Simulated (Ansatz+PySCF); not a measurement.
Results of a calculation; reference values are marked as such.
Input for PySCF 2.14.0:

```python
from pyscf import gto, scf, cc

mol = gto.M(atom="""
Al 0.000000 0.000000 0.000000
N 0.000000 0.000000 2.440000
""", basis='sto-3g', charge=0, spin=2)
mf = scf.UHF(mol)
mf.kernel()
mycc = cc.CCSD(mf, frozen=6).run()
et = mycc.ccsd_t()
print(mf.e_tot, mycc.e_corr, et, mycc.e_tot + et)
```

The script is written out from the run's settings.

Results

```json
{
  "Converged": "yes",
  "Reference energy": "-292.54081 hartree",
  "CCSD correlation energy": "-0.06973 hartree",
  "Triples correction": "-0.00813 hartree",
  "Total energy": "-292.61867 hartree",
  "Spin squared of the determinant": "2.062"
}
```

This is not the lowest solution: another run reaches a determinant 2.22 eV lower. Caution: large share of triples, a single reference is doubtful; another reference gives a lower total.
